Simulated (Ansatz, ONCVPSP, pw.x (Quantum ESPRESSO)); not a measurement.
# What a changed setting does to a pw.x run (bcc Pt)

Potential: optimised norm-conserving Vanderbilt (ONCV), ONCVPSP 4.0.1.1 (patched build), LDA (Perdew-Wang 92); core [Kr] 4d10 4f14, reference 5s2 5p6 5d9 6s1; waves: 5s+6s: rc 1.75 bohr, ncon 5, nbas 9, qcut 5.9 1/bohr, 2 projectors; 5p: rc 1.35 bohr, ncon 4, nbas 8, qcut 10.2 1/bohr, 2 projectors, debl 0.5 Ha; 5d: rc 2.30 bohr, ncon 4, nbas 8, qcut 5.3 1/bohr, 2 projectors, debl 0.4 Ha; f scattering state at 0.24 Ha: rc 2.10 bohr, ncon 4, nbas 7, qcut 5.3 1/bohr, 2 projectors, debl 0.7 Ha; local part: polynomial inside 1.35 bohr (lpopt 5, dvloc0 -1 Ha); core correction: Teter function, fcfact 2, rcfact 1.65. In the p channel the program set the typed energies aside and used -2.068, 0.250 Ha.

The reference run (k-mesh 15³, cutoffs 145/580 Ry, Fermi–Dirac 0.01 Ry, mixing_beta 0.4, conv_thr 1e-9, no spin) gives -2.21 GPa at 15.016 Å³/atom, where all-electron LAPW gives -1.65 GPa. This run, with its own iteration cap, changes k-mesh points per axis to 20.

```
&control
  calculation='scf', prefix='x', pseudo_dir='./', outdir='./tmp', tstress=.true., disk_io='none'
/
&system
  ibrav=0, nat=1, ntyp=1, ecutwfc=145, ecutrho=580, nbnd=17,
  occupations='smearing', smearing='fd', degauss=0.01
/
&electrons
  conv_thr=1e-09, mixing_beta=0.4, electron_maxstep=50
/
ATOMIC_SPECIES
Pt 1.0 Pt.UPF
CELL_PARAMETERS angstrom
  -1.55416845 1.55416845 1.55416845
  1.55416845 -1.55416845 1.55416845
  1.55416845 1.55416845 -1.55416845
ATOMIC_POSITIONS crystal
Pt 0.0000 0.0000 0.0000
K_POINTS automatic
20 20 20 0 0 0
```

```bash
pw.x < Pt.scf.in > Pt.scf.out
```

Question: How does the run end?

Answer: It converges in 7 iterations; the free energy moves by +2.5 meV/atom and the pressure by +0.13 GPa.

```
Message from routine setup:
     using ibrav=0 with symmetry is DISCOURAGED, use correct ibrav instead
     lattice parameter (alat)  =       5.0870  a.u.
     unit-cell volume          =     101.3330 (a.u.)^3
     number of electrons       =        18.00
     number of Kohn-Sham states=           17
     kinetic-energy cutoff     =     145.0000  Ry
     charge density cutoff     =     580.0000  Ry
     scf convergence threshold =      1.0E-09
     Exchange-correlation= SLA  PW   NOGX NOGC
     number of k points=   256  Fermi-Dirac smearing, width (Ry)=  0.0100
     iteration #  1     ecut=   145.00 Ry     beta= 0.40
     total energy              =    -249.39019179 Ry
     estimated scf accuracy    <       0.07241006 Ry
     iteration #  2     ecut=   145.00 Ry     beta= 0.40
     total energy              =    -249.39836998 Ry
     estimated scf accuracy    <       0.00356612 Ry
     iteration #  3     ecut=   145.00 Ry     beta= 0.40
     total energy              =    -249.39852338 Ry
     estimated scf accuracy    <       0.00048324 Ry
     iteration #  4     ecut=   145.00 Ry     beta= 0.40
     total energy              =    -249.39856236 Ry
     estimated scf accuracy    <       0.00000682 Ry
     iteration #  5     ecut=   145.00 Ry     beta= 0.40
     total energy              =    -249.39856400 Ry
     estimated scf accuracy    <       0.00000048 Ry
     iteration #  6     ecut=   145.00 Ry     beta= 0.40
     total energy              =    -249.39856401 Ry
     estimated scf accuracy    <       0.00000002 Ry
     iteration #  7     ecut=   145.00 Ry     beta= 0.40
     the Fermi energy is    23.4711 ev
!    total energy              =    -249.39856402 Ry
     estimated scf accuracy    <          5.2E-10 Ry
     smearing contrib. (-TS)   =      -0.00428567 Ry
     The total energy is F=E-TS. E is the sum of the following terms:
     one-electron contribution =     -48.26013825 Ry
     hartree contribution      =      36.04391320 Ry
     xc contribution           =     -36.44080125 Ry
     ewald contribution        =    -200.73725205 Ry
     convergence has been achieved in   7 iterations
          total   stress  (Ry/bohr**3)                   (kbar)     P=      -20.82
     Message from routine punch:
     Nothing written, as per user request (disk_io='none')
```

The run took about 4.3 min on one core of a shared host (Neoverse-N1, 64 threads, 124 GiB, load 48).
